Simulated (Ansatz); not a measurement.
Here is an Ansatz input file for C₄H₈OS, SMILES CC(=O)C(C)S. Write the same calculation for the Python package.

```yaml
crystal:
  periodic: [false, false, false]
  atoms:
    - { symbol: C, position_ang: [1.6148, -0.3244, -0.3661] }
    - { symbol: C, position_ang: [0.7667, -0.1184, 0.8655] }
    - { symbol: O, position_ang: [1.2512, -0.2899, 1.9874] }
    - { symbol: C, position_ang: [-0.6892, 0.3011, 0.6936] }
    - { symbol: C, position_ang: [-1.419, -0.5102, -0.3666] }
    - { symbol: S, position_ang: [-0.7864, 2.0849, 0.3233] }
    - { symbol: H, position_ang: [1.5582, 0.5462, -1.0224] }
    - { symbol: H, position_ang: [1.2867, -1.2211, -0.8966] }
    - { symbol: H, position_ang: [2.6592, -0.4582, -0.0686] }
    - { symbol: H, position_ang: [-1.1875, 0.1403, 1.6565] }
    - { symbol: H, position_ang: [-1.0181, -0.3385, -1.3718] }
    - { symbol: H, position_ang: [-2.4877, -0.2694, -0.3822] }
    - { symbol: H, position_ang: [-1.3248, -1.5822, -0.1593] }
    - { symbol: H, position_ang: [-0.2242, 2.0398, -0.8928] }
basis:
  gaussian: { orbitals: "6-31G" }
hamiltonian:
  xc: pbe0
scf:
  lower_state_search: standard
output:
  forces: true
```

Launched from the shell:
```console
$ ansatz run input.yaml --threads 1 --pin off --max-ram 4096MiB --backend cpu --events-out ev --progress --plain --runs-dir out
Engine: ansatz 0.2.0, aarch64-unknown-linux-gnu
Functional definition: PBE0
  parameter a = 0.25
  parameter kappa = 0.804
  parameter beta = 0.06672455060314922
  exchange = (1 - a)*pbe_x(kappa = kappa, mu = beta*pi^2/3) + a*exact_x
  correlation = pbe_c(beta = beta)
979 factors; integrals over basis functions are off by at most 2.5e-4 eV
mean field evaluation 1: about -17139.6030 eV, gradient 5.5e1 eV
mean field evaluation 2: about -17132.7730 eV, gradient 8.1e1 eV
mean field evaluation 4: about -17146.1100 eV, gradient 2.6e0 eV
mean field evaluation 8: about -17146.4430 eV, gradient 3.1e-1 eV
mean field evaluation 16: about -17146.4432 eV, gradient 4.5e-5 eV
mean field -17146.44323383 eV, -630.1201665668 hartree, gradient 4.5e-5 eV, S^2 0.000000; 0 other end points of the search recorded, 0 dependent functions left out
the calculation of the forces begins
reference -17146.44325318 eV, -630.1201672776 hartree; 28, 28 occupied and 46, 46 virtual orbitals, 979 factors
Total energy: -17146.44325318 eV, -630.1201672776 hartree
Atom 0 at     1.614800    -0.324400    -0.366100 Å, force     0.056285     0.137327     0.250446 eV/Å
Atom 1 at     0.766700    -0.118400     0.865500 Å, force     0.237751    -0.056087    -0.022526 eV/Å
Atom 2 at     1.251200    -0.289900     1.987400 Å, force    -0.142633    -0.015809     0.315386 eV/Å
Atom 3 at    -0.689200     0.301100     0.693600 Å, force     0.115968    -1.441121    -0.082390 eV/Å
Atom 4 at    -1.419000    -0.510200    -0.366600 Å, force    -0.125099    -0.347499    -0.173903 eV/Å
Atom 5 at    -0.786400     2.084900     0.323300 Å, force    -0.497079     1.481894     0.885833 eV/Å
Atom 6 at     1.558200     0.546200    -1.022400 Å, force    -0.062250    -0.063142    -0.264862 eV/Å
Atom 7 at     1.286700    -1.221100    -0.896600 Å, force    -0.034568     0.016657    -0.220413 eV/Å
Atom 8 at     2.659200    -0.458200    -0.068600 Å, force    -0.139568    -0.014462     0.063642 eV/Å
Atom 9 at    -1.187500     0.140300     1.656500 Å, force     0.166877     0.326008     0.024591 eV/Å
Atom 10 at    -1.018100    -0.338500    -1.371800 Å, force     0.000835     0.062566     0.010419 eV/Å
Atom 11 at    -2.487700    -0.269400    -0.382200 Å, force     0.106508     0.080709     0.019628 eV/Å
Atom 12 at    -1.324800    -1.582200    -0.159300 Å, force    -0.014975    -0.067568     0.037752 eV/Å
Atom 13 at    -0.224200     2.039800    -0.892800 Å, force     0.331948    -0.099475    -0.843602 eV/Å
Dipole moment:    -0.156321    -0.282851    -0.738649 e Å
```

`run_energy.py`
```python
"""Single point of C4H8OS."""

import ansatz
import numpy as np
import pandas as pd

geometry_ang = [
    ("C", [1.6148, -0.3244, -0.3661]),
    ("C", [0.7667, -0.1184, 0.8655]),
    ("O", [1.2512, -0.2899, 1.9874]),
    ("C", [-0.6892, 0.3011, 0.6936]),
    ("C", [-1.419, -0.5102, -0.3666]),
    ("S", [-0.7864, 2.0849, 0.3233]),
    ("H", [1.5582, 0.5462, -1.0224]),
    ("H", [1.2867, -1.2211, -0.8966]),
    ("H", [2.6592, -0.4582, -0.0686]),
    ("H", [-1.1875, 0.1403, 1.6565]),
    ("H", [-1.0181, -0.3385, -1.3718]),
    ("H", [-2.4877, -0.2694, -0.3822]),
    ("H", [-1.3248, -1.5822, -0.1593]),
    ("H", [-0.2242, 2.0398, -0.8928]),
]
c4h8os = ansatz.Crystal.molecule()
for symbol, xyz in geometry_ang:
    c4h8os = c4h8os.atom(symbol, xyz)

model = c4h8os.calculation()
model = model.basis(gaussian="6-31G")
model = model.functional("pbe0")
model = model.scf(lower_state_search="standard")
model = model.forces()
out = model.run()
rep = out.report

print(f"E = {rep['free_energy_ev']:.6f} eV = {rep['free_energy_ev'] / 27.211386246:.7f} Ha")
print("converged:", rep["converged"], " doubts:", rep["published_state_doubts"] or "none")

state = rep["mean_field"]["state"]
print(f"mean field: {state['energy']['hartree']:.7f} Ha, <S^2> = {abs(state['spin_squared']):.4f}, stability: {state.get('stability', {}).get('kind')}")

symbols = [site.symbol for site in c4h8os.cartesian_sites]
print("forces (eV/A)")
for symbol, f in zip(symbols, rep["forces_ev_ang"]):
    print(f"  {symbol:2s} {f[0]:9.4f} {f[1]:9.4f} {f[2]:9.4f}")

charges = rep["charge_distribution"]
table = pd.DataFrame({"atom": symbols, "mulliken": charges["mulliken_charges_e"], "lowdin": charges["lowdin_charges_e"]})
print(table.round(3).to_string())
print("dipole (e A):", np.round(charges["dipole_moment_e_ang"], 4) + 0.0)
```

`python run_energy.py` gives:
```text
E = -17146.443253 eV = -630.1201673 Ha
converged: True  doubts: none
mean field: -630.1201673 Ha, <S^2> = 0.0000, stability: minimum
forces (eV/A)
  C     0.0563    0.1373    0.2504
  C     0.2378   -0.0561   -0.0225
  O    -0.1426   -0.0158    0.3154
  C     0.1160   -1.4411   -0.0824
  C    -0.1251   -0.3475   -0.1739
  S    -0.4971    1.4819    0.8858
  H    -0.0622   -0.0631   -0.2649
  H    -0.0346    0.0167   -0.2204
  H    -0.1396   -0.0145    0.0636
  H     0.1669    0.3260    0.0246
  H     0.0008    0.0626    0.0104
  H     0.1065    0.0807    0.0196
  H    -0.0150   -0.0676    0.0378
  H     0.3319   -0.0995   -0.8436
   atom  mulliken  lowdin
0     C    -0.567  -0.330
1     C     0.417   0.015
2     O    -0.405  -0.125
3     C    -0.543  -0.362
4     C    -0.477  -0.297
5     S     0.103   0.160
6     H     0.181   0.127
7     H     0.202   0.139
8     H     0.217   0.139
9     H     0.257   0.156
10    H     0.173   0.111
11    H     0.202   0.128
12    H     0.185   0.117
13    H     0.055   0.021
dipole (e A): [-0.1563 -0.2829 -0.7386]
```

Caveats:
- The settings weren't tested for convergence.
- The geometry is a force-field or estimated start, not a minimum of this method, and the basis set is short of its limit.
- The Löwdin charges here are taken after orthogonalising the functions within each atom; they differ from plain Löwdin charges, and their signs can be unphysical.
- Wall time of the script: 5.2 s on 1 thread of Arm Neoverse V2 (shared host), peak memory 0.28 GiB.

(A comment or docstring line of the script was reworded after the run, the code is as it ran; lines on the test bed's own set-up are left out of the output.)
